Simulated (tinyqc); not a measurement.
CCSD on RHF in the sto-3g basis, for H2O, spin multiplicity 1, step by step. Computed by tinyqc, a small Python program that keeps every step (integrals from PySCF). Settings: charge = 0, multiplicity = 1, basis = sto-3g, method = RHF, energy threshold = 1e-10, iteration cap = 70, orthogonalisation = symmetric, start = core, DIIS depth = 6, amplitude equations = CCSD, DIIS depth for amplitudes = 0, cap on updates = 51. Command: `OMP_NUM_THREADS=1 python tinyqc.py 20493 20494 out.jsonl` (the two numbers bound the seeds that draw the settings). One thread of a shared host (Intel(R) Xeon(R) Processor @ 2.60GHz), about 0.3 s of CPU time with the checks. The early iterations of the SCF are left out here.

## One-electron integrals

Geometry (angstrom):
```
atom,x,y,z
O,0.000000,0.000000,0.000000
H,0.000000,0.792000,0.761000
H,0.000000,-0.792000,0.761000
```

Basis sto-3g: exponents (1/bohr^2) and contraction coefficients of normalised primitives:
```
element,l (shell),exponent,coefficient
O,s (1),130.709320,0.154329
O,s (1),23.808861,0.535328
O,s (1),6.443608,0.444635
O,s (2),5.033151,-0.099967
O,s (2),1.169596,0.399513
O,s (2),0.380389,0.700115
O,p (3),5.033151,0.155916
O,p (3),1.169596,0.607684
O,p (3),0.380389,0.391957
H,s (1),3.425251,0.154329
H,s (1),0.623914,0.535328
H,s (1),0.168855,0.444635
```

Overlap, kinetic and nuclear-attraction integrals over the contracted functions; the nuclear repulsion is the sum of Za Zb / Rab.

nuclear repulsion = 8.04272339 hartree

overlap S, lower triangle:
```
,1O 1s,1O 2s,1O 2px,1O 2py,1O 2pz,2H 1s,3H 1s
1O 1s,1.000000
1O 2s,0.236704,1.000000
1O 2px,0.000000,0.000000,1.000000
1O 2py,0.000000,0.000000,0.000000,1.000000
1O 2pz,0.000000,0.000000,0.000000,0.000000,1.000000
2H 1s,0.038556,0.387098,0.000000,0.246091,0.236459,1.000000
3H 1s,0.038556,0.387098,0.000000,-0.246091,0.236459,0.227364,1.000000
```

kinetic energy T (hartree), lower triangle:
```
,1O 1s,1O 2s,1O 2px,1O 2py,1O 2pz,2H 1s,3H 1s
1O 1s,29.003200
1O 2s,-0.168011,0.808128
1O 2px,0.000000,0.000000,2.528731
1O 2py,0.000000,0.000000,0.000000,2.528731
1O 2pz,0.000000,0.000000,0.000000,0.000000,2.528731
2H 1s,-0.008389,0.071074,0.000000,0.135304,0.130008,0.760032
3H 1s,-0.008389,0.071074,0.000000,-0.135304,0.130008,0.003428,0.760032
```

nuclear attraction V (hartree), lower triangle:
```
,1O 1s,1O 2s,1O 2px,1O 2py,1O 2pz,2H 1s,3H 1s
1O 1s,-61.582036
1O 2s,-7.411163,-10.010448
1O 2px,0.000000,0.000000,-9.877026
1O 2py,0.000000,0.000000,0.000000,-9.970885
1O 2pz,-0.016337,-0.199605,0.000000,0.000000,-9.963681
2H 1s,-1.236753,-2.995617,0.000000,-1.672666,-1.668762,-5.333653
3H 1s,-1.236753,-2.995617,0.000000,1.672666,-1.668762,-1.309490,-5.333653
```

core Hamiltonian H = T + V (hartree), lower triangle:
```
,1O 1s,1O 2s,1O 2px,1O 2py,1O 2pz,2H 1s,3H 1s
1O 1s,-32.578836
1O 2s,-7.579174,-9.202320
1O 2px,0.000000,0.000000,-7.348295
1O 2py,0.000000,0.000000,0.000000,-7.442153
1O 2pz,-0.016337,-0.199605,0.000000,0.000000,-7.434950
2H 1s,-1.245142,-2.924544,0.000000,-1.537362,-1.538754,-4.573621
3H 1s,-1.245142,-2.924544,0.000000,1.537362,-1.538754,-1.306062,-4.573621
```

## Two-electron integrals

Functions are numbered as in S; the eight-fold symmetry (ij|kl) = (ji|kl) = (kl|ij) leaves the list below.

Two-electron integrals (ij|kl) in chemists' order, unique and non-zero (hartree):
```
i,j,k,l,(ij|kl)
1,1,1,1,4.785065
2,1,1,1,0.741380
2,1,2,1,0.136873
2,2,1,1,1.118947
2,2,2,1,0.256633
2,2,2,2,0.817206
3,1,3,1,0.024477
3,2,3,1,0.037809
3,2,3,2,0.180518
3,3,1,1,1.115814
3,3,2,1,0.256684
3,3,2,2,0.817023
3,3,3,3,0.880159
4,1,4,1,0.024477
4,2,4,1,0.037809
4,2,4,2,0.180518
4,3,4,3,0.047444
4,4,1,1,1.115814
4,4,2,1,0.256684
4,4,2,2,0.817023
4,4,3,3,0.785270
4,4,4,4,0.880159
5,1,5,1,0.024477
5,2,5,1,0.037809
5,2,5,2,0.180518
5,3,5,3,0.047444
5,4,5,4,0.047444
5,5,1,1,1.115814
5,5,2,1,0.256684
5,5,2,2,0.817023
5,5,3,3,0.785270
5,5,4,4,0.785270
5,5,5,5,0.880159
6,1,1,1,0.122267
6,1,2,1,0.022397
6,1,2,2,0.041775
6,1,3,3,0.041693
6,1,4,1,0.000742
6,1,4,2,0.001396
6,1,4,4,0.041824
6,1,5,1,0.000713
6,1,5,2,0.001341
6,1,5,4,0.000126
6,1,5,5,0.041814
6,1,6,1,0.003712
6,2,1,1,0.314273
6,2,2,1,0.073057
6,2,2,2,0.259620
6,2,3,3,0.255079
6,2,4,1,0.003962
6,2,4,2,0.030986
6,2,4,4,0.262030
6,2,5,1,0.003807
6,2,5,2,0.029773
6,2,5,4,0.006678
6,2,5,5,0.261496
6,2,6,1,0.012205
6,2,6,2,0.104367
6,3,3,1,0.007437
6,3,3,2,0.044043
6,3,4,3,0.006342
6,3,5,3,0.006094
6,3,6,3,0.014440
6,4,1,1,0.168365
6,4,2,1,0.039626
6,4,2,2,0.150337
6,4,3,3,0.143606
6,4,4,1,0.009312
6,4,4,2,0.060917
6,4,4,4,0.160107
6,4,5,1,0.001802
6,4,5,2,0.016213
6,4,5,4,0.009761
6,4,5,5,0.147129
6,4,6,1,0.006896
6,4,6,2,0.073440
6,4,6,4,0.065521
6,5,1,1,0.161775
6,5,2,1,0.038075
6,5,2,2,0.144453
6,5,3,3,0.137985
6,5,4,1,0.001802
6,5,4,2,0.016213
6,5,4,4,0.141651
6,5,5,1,0.009168
6,5,5,2,0.059622
6,5,5,4,0.009866
6,5,5,5,0.153558
6,5,6,1,0.006626
6,5,6,2,0.070566
6,5,6,4,0.049082
6,5,6,5,0.061601
6,6,1,1,0.471361
6,6,2,1,0.111341
6,6,2,2,0.455188
6,6,3,3,0.437246
6,6,4,1,0.007443
6,6,4,2,0.081435
6,6,4,4,0.464937
6,6,5,1,0.007152
6,6,5,2,0.078247
6,6,5,4,0.026607
6,6,5,5,0.462812
6,6,6,1,0.018740
6,6,6,2,0.236166
6,6,6,4,0.189633
6,6,6,5,0.182211
6,6,6,6,0.774606
7,1,1,1,0.122267
7,1,2,1,0.022397
7,1,2,2,0.041775
7,1,3,3,0.041693
7,1,4,1,-0.000742
7,1,4,2,-0.001396
7,1,4,4,0.041824
7,1,5,1,0.000713
7,1,5,2,0.001341
7,1,5,4,-0.000126
7,1,5,5,0.041814
7,1,6,1,0.003664
7,1,6,2,0.011878
7,1,6,4,0.006159
7,1,6,5,0.006454
7,1,6,6,0.018098
7,1,7,1,0.003712
7,2,1,1,0.314273
7,2,2,1,0.073057
7,2,2,2,0.259620
7,2,3,3,0.255079
7,2,4,1,-0.003962
7,2,4,2,-0.030986
7,2,4,4,0.262030
7,2,5,1,0.003807
7,2,5,2,0.029773
7,2,5,4,-0.006678
7,2,5,5,0.261496
7,2,6,1,0.011878
7,2,6,2,0.085766
7,2,6,4,0.041581
7,2,6,5,0.056519
7,2,6,6,0.160116
7,2,7,1,0.012205
7,2,7,2,0.104367
7,3,3,1,0.007437
7,3,3,2,0.044043
7,3,4,3,-0.006342
7,3,5,3,0.006094
7,3,6,3,0.011519
7,3,7,3,0.014440
7,4,1,1,-0.168365
7,4,2,1,-0.039626
7,4,2,2,-0.150337
7,4,3,3,-0.143606
7,4,4,1,0.009312
7,4,4,2,0.060917
7,4,4,4,-0.160107
7,4,5,1,-0.001802
7,4,5,2,-0.016213
7,4,5,4,0.009761
7,4,5,5,-0.147129
7,4,6,1,-0.006159
7,4,6,2,-0.041581
7,4,6,4,-0.009047
7,4,6,5,-0.026825
7,4,6,6,-0.069398
7,4,7,1,-0.006896
7,4,7,2,-0.073440
7,4,7,4,0.065521
7,5,1,1,0.161775
7,5,2,1,0.038075
7,5,2,2,0.144453
7,5,3,3,0.137985
7,5,4,1,-0.001802
7,5,4,2,-0.016213
7,5,4,4,0.141651
7,5,5,1,0.009168
7,5,5,2,0.059622
7,5,5,4,-0.009866
7,5,5,5,0.153558
7,5,6,1,0.006454
7,5,6,2,0.056519
7,5,6,4,0.026825
7,5,6,5,0.048217
7,5,6,6,0.115570
7,5,7,1,0.006626
7,5,7,2,0.070566
7,5,7,4,-0.049082
7,5,7,5,0.061601
7,6,1,1,0.127546
7,6,2,1,0.029975
7,6,2,2,0.117172
7,6,3,3,0.114068
7,6,4,4,0.115952
7,6,5,1,0.002331
7,6,5,2,0.022414
7,6,5,5,0.121364
7,6,6,1,0.004972
7,6,6,2,0.048531
7,6,6,4,0.029522
7,6,6,5,0.036885
7,6,6,6,0.119056
7,6,7,1,0.004972
7,6,7,2,0.048531
7,6,7,4,-0.029522
7,6,7,5,0.036885
7,6,7,6,0.028812
7,7,1,1,0.471361
7,7,2,1,0.111341
7,7,2,2,0.455188
7,7,3,3,0.437246
7,7,4,1,-0.007443
7,7,4,2,-0.081435
7,7,4,4,0.464937
7,7,5,1,0.007152
7,7,5,2,0.078247
7,7,5,4,-0.026607
7,7,5,5,0.462812
7,7,6,1,0.018098
7,7,6,2,0.160116
7,7,6,4,0.069398
7,7,6,5,0.115570
7,7,6,6,0.329102
7,7,7,1,0.018740
7,7,7,2,0.236166
7,7,7,4,-0.189633
7,7,7,5,0.182211
7,7,7,6,0.119056
7,7,7,7,0.774606
```

## Orthogonalisation

S = U s U^T; symmetric (Loewdin) form X = U s^(-1/2) U^T, so that X^T S X = 1.

eigenvalues of S: 0.434423  0.520196  0.877309  1.000000  1.112412  1.252440  1.803221

X, lower triangle:
```
,1O 1s,1O 2s,1O 2px,1O 2py,1O 2pz,2H 1s,3H 1s
1O 1s,1.023597
1O 2s,-0.136565,1.155445
1O 2px,0.000000,0.000000,1.000000
1O 2py,0.000000,0.000000,0.000000,1.063494
1O 2pz,-0.008249,0.079718,0.000000,0.000000,1.047595
2H 1s,0.018578,-0.218195,0.000000,-0.165664,-0.130763,1.133786
3H 1s,0.018578,-0.218195,0.000000,0.165664,-0.130763,-0.082766,1.133786
```

## Iteration 8 (converged): orbitals

converged F (hartree), lower triangle:
```
,1O 1s,1O 2s,1O 2px,1O 2py,1O 2pz,2H 1s,3H 1s
1O 1s,-20.265900
1O 2s,-5.165650,-2.418625
1O 2px,0.000000,0.000000,-0.394257
1O 2py,0.000000,0.000000,0.000000,-0.235894
1O 2pz,-0.025571,-0.082954,0.000000,0.000000,-0.278253
2H 1s,-0.857285,-0.807530,0.000000,-0.334855,-0.359584,-0.428368
3H 1s,-0.857285,-0.807530,0.000000,0.334855,-0.359584,-0.302048,-0.428368
```

Diagonalise F' = X^T F X, C = X C', fill 5 alpha and 5 beta electrons from the bottom; D = 2 C_occ C_occ^T. Each column has its largest component positive (the first on a tie).

F' = X^T F X (hartree), lower triangle:
```
,1,2,3,4,5,6,7
1,-19.891630
2,-2.683434,-1.325596
3,0.000000,0.000000,-0.394257
4,0.000000,0.000000,0.000000,-0.037751
5,-0.055687,0.107972,0.000000,0.000000,-0.126713
6,-0.098966,-0.397943,0.000000,-0.384595,-0.324327,-0.022296
7,-0.098966,-0.397943,0.000000,0.384595,-0.324327,-0.092341,-0.022296
```

orbital energies (hartree): MO1 -20.274147, MO2 -1.219394, MO3 -0.530416, MO4 -0.461732, MO5 -0.394257, MO6 0.496698, MO7 0.562711

coefficients C:
```
,MO1,MO2,MO3,MO4,MO5,MO6,MO7
1O 1s,0.994456,-0.238534,0.000000,0.099078,0.000000,-0.107246,0.000000
1O 2s,0.023984,0.883472,0.000000,-0.504400,0.000000,0.647889,0.000000
1O 2px,0.000000,0.000000,0.000000,0.000000,1.000000,0.000000,0.000000
1O 2py,0.000000,0.000000,0.630926,0.000000,0.000000,0.000000,0.887604
1O 2pz,0.003366,0.093080,0.000000,0.712484,0.000000,0.788522,0.000000
2H 1s,-0.004497,0.143252,0.454723,0.339522,0.000000,-0.693944,-0.748779
3H 1s,-0.004497,0.143252,-0.454723,0.339522,0.000000,-0.693944,0.748779
```

D after iteration 8, lower triangle:
```
,1O 1s,1O 2s,1O 2px,1O 2py,1O 2pz,2H 1s,3H 1s
1O 1s,2.111317
1O 2s,-0.473724,2.071035
1O 2px,0.000000,0.000000,2.000000
1O 2py,0.000000,0.000000,0.000000,0.796136
1O 2pz,0.103472,-0.554127,0.000000,0.000000,1.032618
2H 1s,-0.010006,-0.089606,0.000000,0.573794,0.510446,0.685179
3H 1s,-0.010006,-0.089606,0.000000,-0.573794,0.510446,-0.141913,0.685179
```

## Convergence

Stop when the energy changes by less than 1e-10 hartree and every element of the error matrix X^T (F D S - S D F) X is below 3e-06.

Course of the cycle:
```
iteration,E (hartree),change,largest element of the error matrix
1,-73.26380007,-,5.26e-01
2,-74.79286447,-1.53e+00,2.96e-01
3,-74.93984587,-1.47e-01,5.33e-02
4,-74.94302890,-3.18e-03,9.66e-03
5,-74.94317256,-1.44e-04,2.42e-03
6,-74.94319382,-2.13e-05,3.98e-04
7,-74.94319411,-2.88e-07,1.78e-06
8,-74.94319411,-6.65e-12,6.60e-08
```

PySCF RHF in the same basis = -74.94319411 hartree

Converged in 8 iterations.

## Integrals over molecular orbitals

(pq|rs) = sum C_ip C_jq C_kr C_ls (ij|kl), one index at a time.

one-electron integrals over orbitals h = C^T H C (hartree), lower triangle:
```
,1,2,3,4,5,6,7
1,-32.562301
2,0.565791,-7.572097
3,0.000000,0.000000,-6.078028
4,-0.223692,0.539863,0.000000,-6.545251
5,0.000000,0.000000,0.000000,0.000000,-7.348295
6,0.244229,-1.215586,0.000000,-1.336648,0.000000,-5.414257
7,0.000000,0.000000,-1.731002,0.000000,0.000000,0.000000,-5.440232
```

Two-electron integrals over orbitals (pq|rs), unique and non-zero (hartree):
```
p,q,r,s,(pq|rs)
1,1,1,1,4.746806
2,1,1,1,-0.427121
2,1,2,1,0.060804
2,2,1,1,1.017804
2,2,2,1,-0.014873
2,2,2,2,0.725348
3,1,3,1,0.011310
3,2,3,1,0.017543
3,2,3,2,0.131197
3,3,1,1,0.779388
3,3,2,1,-0.004896
3,3,2,2,0.624765
3,3,3,3,0.603242
4,1,1,1,0.175972
4,1,2,1,-0.023050
4,1,2,2,0.013296
4,1,3,3,0.005938
4,1,4,1,0.024273
4,2,1,1,-0.154940
4,2,2,1,0.008550
4,2,2,2,-0.022293
4,2,3,3,0.002237
4,2,4,1,0.016786
4,2,4,2,0.128771
4,3,3,1,-0.003261
4,3,3,2,0.023974
4,3,4,3,0.056428
4,4,1,1,0.919299
4,4,2,1,-0.011217
4,4,2,2,0.652984
4,4,3,3,0.570145
4,4,4,1,-0.008107
4,4,4,2,-0.090209
4,4,4,4,0.690739
5,1,5,1,0.025963
5,2,5,1,0.033090
5,2,5,2,0.149437
5,3,5,3,0.027373
5,4,5,1,-0.012705
5,4,5,2,-0.046798
5,4,5,4,0.049185
5,5,1,1,1.115358
5,5,2,1,-0.012076
5,5,2,2,0.753229
5,5,3,3,0.611040
5,5,4,1,0.004972
5,5,4,2,-0.083915
5,5,4,4,0.683292
5,5,5,5,0.880159
6,1,1,1,-0.191950
6,1,2,1,0.029448
6,1,2,2,-0.000752
6,1,3,3,0.000991
6,1,4,1,0.002826
6,1,4,2,0.021348
6,1,4,4,-0.016227
6,1,5,5,-0.005167
6,1,6,1,0.026887
6,2,1,1,0.266037
6,2,2,1,-0.005647
6,2,2,2,0.133392
6,2,3,3,0.072342
6,2,4,1,0.018649
6,2,4,2,0.030530
6,2,4,4,0.057463
6,2,5,5,0.140685
6,2,6,1,0.011668
6,2,6,2,0.097485
6,3,3,1,0.003198
6,3,3,2,-0.028657
6,3,4,3,-0.033831
6,3,6,3,0.066250
6,4,1,1,0.274908
6,4,2,1,-0.003807
6,4,2,2,0.125210
6,4,3,3,0.052518
6,4,4,1,-0.000273
6,4,4,2,-0.059774
6,4,4,4,0.131730
6,4,5,5,0.152347
6,4,6,1,-0.003379
6,4,6,2,0.055766
6,4,6,4,0.103664
6,5,5,1,0.012693
6,5,5,2,0.049843
6,5,5,4,0.005524
6,5,6,5,0.034971
6,6,1,1,0.809141
6,6,2,1,-0.007725
6,6,2,2,0.607913
6,6,3,3,0.558414
6,6,4,1,0.017849
6,6,4,2,0.043792
6,6,4,4,0.553622
6,6,5,5,0.591015
6,6,6,1,0.009543
6,6,6,2,0.098380
6,6,6,4,0.056450
6,6,6,6,0.594957
7,1,3,1,0.014359
7,1,3,2,0.021239
7,1,4,3,-0.004205
7,1,6,3,0.003527
7,1,7,1,0.018259
7,2,3,1,0.014690
7,2,3,2,0.051374
7,2,4,3,-0.034330
7,2,6,3,0.031442
7,2,7,1,0.017869
7,2,7,2,0.065832
7,3,1,1,0.367294
7,3,2,1,-0.007076
7,3,2,2,0.157045
7,3,3,3,0.090363
7,3,4,1,-0.000382
7,3,4,2,-0.084710
7,3,4,4,0.133492
7,3,5,5,0.199922
7,3,6,1,-0.006106
7,3,6,2,0.066845
7,3,6,4,0.105988
7,3,6,6,0.046672
7,3,7,3,0.163477
7,4,3,1,-0.008848
7,4,3,2,-0.075927
7,4,4,3,-0.014575
7,4,6,3,0.051725
7,4,7,1,-0.011225
7,4,7,2,-0.014897
7,4,7,4,0.074862
7,5,5,3,0.023708
7,5,7,5,0.023793
7,6,3,1,0.007332
7,6,3,2,0.082145
7,6,4,3,0.060475
7,6,6,3,-0.057300
7,6,7,1,0.009060
7,6,7,2,-0.008616
7,6,7,4,-0.062132
7,6,7,6,0.107604
7,7,1,1,0.816708
7,7,2,1,-0.008270
7,7,2,2,0.602584
7,7,3,3,0.584676
7,7,4,1,0.004086
7,7,4,2,-0.012541
7,7,4,4,0.571328
7,7,5,5,0.599288
7,7,6,1,-0.002911
7,7,6,2,0.058653
7,7,6,4,0.045388
7,7,6,6,0.555393
7,7,7,3,0.082183
7,7,7,7,0.590307
```

## CCSD: starting amplitudes

t_ij^ab = <ij||ab> / (e_i + e_j - e_a - e_b), whose energy is MP2.

Starting amplitudes (spin orbitals 1a, 1b, ...; amplitudes related by a flip of all spins are not repeated; the 24 largest):
```
from,to,t
3a 3b,7a 7b,-0.074775
4a 4b,6a 6b,-0.054080
3a 4b,6b 7a,0.051662
4a 4b,7a 7b,-0.036538
3a 3b,6a 6b,-0.032251
2a 2b,6a 6b,-0.028403
3a 4a,6a 7a,0.026450
3a 4b,6a 7b,-0.025213
2a 3b,6a 7b,-0.023795
2a 4b,6a 6b,-0.020851
5a 5b,6a 6b,-0.019626
2a 2b,7a 7b,-0.018470
2a 3a,6a 7a,-0.012603
5a 5b,7a 7b,-0.012431
2a 3b,6b 7a,0.011192
2a 4b,7a 7b,0.005308
1a 2b,7a 7b,-0.000790
1a 1b,6a 6b,-0.000647
1a 2b,6a 6b,-0.000519
1a 4b,7a 7b,0.000513
1a 3a,6a 7a,0.000441
1a 1b,7a 7b,-0.000438
1a 3b,6a 7b,0.000279
1a 3b,6b 7a,0.000161
```

correlation energy = -0.05145121 hartree

## CCSD: amplitude update 1

t_i^a D_i^a and t_ij^ab D_ij^ab are set to the remaining terms of the spin-orbital equations, evaluated with the old amplitudes; for the doubles these are <ij||ab> + 1/2 <ab||ef> t_ij^ef + 1/2 <mn||ij> t_mn^ab + P(ij)P(ab) <mb||ej> t_im^ae + terms in t^2 + terms with t1, D the orbital-energy denominators.

Amplitudes after update 1 (spin orbitals 1a, 1b, ...; amplitudes related by a flip of all spins are not repeated; the 24 largest):
```
from,to,t
3a 3b,7a 7b,-0.095176
4a 4b,6a 6b,-0.067297
3a 4b,6b 7a,0.065855
4a 4b,7a 7b,-0.049085
3a 3b,6a 6b,-0.045496
3a 4b,6a 7b,-0.039526
2a 2b,6a 6b,-0.031990
2a 4b,6a 6b,-0.029550
2a 3b,6a 7b,-0.029541
3a 4a,6a 7a,0.026329
5a 5b,6a 6b,-0.024277
2a 2b,7a 7b,-0.019470
2a 3b,6b 7a,0.017983
5a 5b,7a 7b,-0.013139
2a 3a,6a 7a,-0.011558
4a,6a,-0.008142
3a,7a,-0.004427
2a 4b,7a 7b,0.003812
2a,6a,0.001704
1a 2b,7a 7b,-0.000720
1a 1b,6a 6b,-0.000552
1a 2b,6a 6b,-0.000478
1a 4b,7a 7b,0.000445
1a 3a,6a 7a,0.000426
```

correlation energy = -0.06506152 hartree

## CCSD: amplitude update 2

As before.

Amplitudes after update 2 (spin orbitals 1a, 1b, ...; amplitudes related by a flip of all spins are not repeated; the 24 largest):
```
from,to,t
3a 3b,7a 7b,-0.102097
4a 4b,6a 6b,-0.072620
3a 4b,6b 7a,0.070808
4a 4b,7a 7b,-0.054121
3a 3b,6a 6b,-0.050778
3a 4b,6a 7b,-0.046837
2a 4b,6a 6b,-0.032624
2a 2b,6a 6b,-0.032440
2a 3b,6a 7b,-0.030707
5a 5b,6a 6b,-0.025711
3a 4a,6a 7a,0.023971
2a 3b,6b 7a,0.020842
2a 2b,7a 7b,-0.018937
5a 5b,7a 7b,-0.012669
4a,6a,-0.012203
2a 3a,6a 7a,-0.009864
3a,7a,-0.005435
2a,6a,0.002928
2a 4b,7a 7b,0.002852
1a 2b,7a 7b,-0.000699
1a 1b,6a 6b,-0.000544
1a 2b,6a 6b,-0.000474
1a 4b,7a 7b,0.000424
1a 3a,6a 7a,0.000414
```

correlation energy = -0.06958136 hartree

## CCSD: convergence

E_corr = 1/4 sum <ij||ab> t_ij^ab + 1/2 sum <ij||ab> t_i^a t_j^b; stop when the norm of the change is below 1e-8.

Course of the amplitude iterations:
```
update,correlation energy (hartree),norm of the change
0,-0.05145121,-
1,-0.06506152,9.24e-02
2,-0.06958136,3.77e-02
3,-0.07133864,1.69e-02
4,-0.07208288,7.84e-03
5,-0.07241224,3.76e-03
6,-0.07256181,1.86e-03
7,-0.07263104,9.42e-04
8,-0.07266363,4.89e-04
9,-0.07267922,2.58e-04
10,-0.07268680,1.38e-04
11,-0.07269054,7.45e-05
12,-0.07269241,4.04e-05
13,-0.07269336,2.21e-05
14,-0.07269385,1.21e-05
15,-0.07269410,6.61e-06
16,-0.07269423,3.63e-06
17,-0.07269430,2.00e-06
18,-0.07269434,1.10e-06
19,-0.07269436,6.04e-07
20,-0.07269437,3.32e-07
21,-0.07269438,1.83e-07
22,-0.07269438,1.01e-07
23,-0.07269438,5.56e-08
24,-0.07269438,3.06e-08
25,-0.07269438,1.69e-08
26,-0.07269438,9.30e-09
```

Converged amplitudes (spin orbitals 1a, 1b, ...; amplitudes related by a flip of all spins are not repeated; the 24 largest):
```
from,to,t
3a 3b,7a 7b,-0.107339
4a 4b,6a 6b,-0.078428
3a 4b,6b 7a,0.074364
4a 4b,7a 7b,-0.057604
3a 4b,6a 7b,-0.053604
3a 3b,6a 6b,-0.053227
2a 4b,6a 6b,-0.034739
2a 2b,6a 6b,-0.032389
2a 3b,6a 7b,-0.030756
5a 5b,6a 6b,-0.026321
2a 3b,6b 7a,0.022713
3a 4a,6a 7a,0.020761
2a 2b,7a 7b,-0.017987
4a,6a,-0.016730
5a 5b,7a 7b,-0.011794
2a 3a,6a 7a,-0.008044
3a,7a,-0.005154
2a,6a,0.004638
2a 4b,7a 7b,0.002076
1a 2b,7a 7b,-0.000688
1a 1b,6a 6b,-0.000537
1a 2b,6a 6b,-0.000480
1a 4b,7a 7b,0.000412
1a 3a,6a 7a,0.000409
```

CCSD total energy = -75.01588849 hartree

T1 diagnostic, norm of the one-spin t1 over sqrt(correlated electrons) = 0.005727

Converged in 26 updates.
